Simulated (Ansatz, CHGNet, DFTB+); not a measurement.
How well does each level of theory give the equilibrium lattice constant a of fcc Yb?

Reference value: 5.485 Å (measured, 293 K, no zero-point or thermal correction; as tabulated in Wikipedia's data pages).

```json
[
 {"level (code)": "GFN1-xTB as cut by DFTB+", "value (Å)": "5.343"},
 {"level (code)": "CHGNet 0.3.0", "value (Å)": "5.463"},
 {"level (code)": "LDA (Ansatz)", "value (Å)": "(withheld)"},
 {"level (code)": "PBE (Ansatz)", "value (Å)": "5.225"},
 {"level (code)": "PBE+SOC (Ansatz)", "value (Å)": "5.155"},
 {"level (code)": "PBEsol (Ansatz)", "value (Å)": "(withheld)"},
 {"level (code)": "PBEsol+SOC (Ansatz)", "value (Å)": "4.995"},
 {"level (code)": "PBE-D3(BJ) (Ansatz)", "value (Å)": "(withheld)"},
 {"level (code)": "rVV10 (Ansatz)", "value (Å)": "5.118"},
 {"level (code)": "r²SCAN (Ansatz)", "value (Å)": "(withheld)"},
 {"level (code)": "HSE06 (Ansatz)", "value (Å)": "5.580"},
 {"level (code)": "PBE0 (Ansatz)", "value (Å)": "5.519"}
]
```

Q: Some entries are withheld; supply them.

A: 
- LDA (Ansatz, a program for electronic structure), value (Å): 4.914
- PBEsol (Ansatz), value (Å): 5.069
- PBE-D3(BJ) (Ansatz), value (Å): 5.092
- r²SCAN (Ansatz), value (Å): 5.201

Differences against the reference: GFN1-xTB as cut by DFTB+ -2.59 %, CHGNet 0.3.0 -0.40 %, LDA -10.4 %, PBE -4.74 %, PBE+SOC -6.02 %, PBEsol -7.58 %, PBEsol+SOC -8.93 %, PBE-D3(BJ) -7.16 %, rVV10 -6.69 %, r²SCAN -5.18 %, HSE06 +1.73 %, PBE0 +0.62 %.

The reference is not for a static lattice or low temperature, so close values are not ranked against it. Off by more than 1.25 %, or 1.75 % on the side where a correction would as a rule narrow the miss (bounds picked here): LDA (-10.4 %), PBEsol+SOC (-8.93 %), PBEsol (-7.58 %), PBE-D3(BJ) (-7.16 %), rVV10 (-6.69 %), PBE+SOC (-6.02 %), r²SCAN (-5.18 %), PBE (-4.74 %), GFN1-xTB as cut by DFTB+ (-2.59 %), HSE06 (+1.73 %).

The measured value isn't corrected to a static lattice, so vibrations enter the comparison. A static lattice is as a rule a little smaller than the measured one.  GFN1-xTB as cut by DFTB+: the method was fitted mainly to molecules. GFN1-xTB as cut by DFTB+: codes differ in how they cut the long-range tail of xTB's charge interaction in a crystal, so the value belongs to this code. Cutoffs and k meshes differ between the levels. Ansatz's density-functional and Hartree–Fock values are scalar-relativistic unless marked +SOC, with PAW data made under PBE.

Machine-learned potentials (CHGNet 0.3.0) are trained on DFT data: a solid inside that data is no test of them.

Differences are worked out from the printed values.
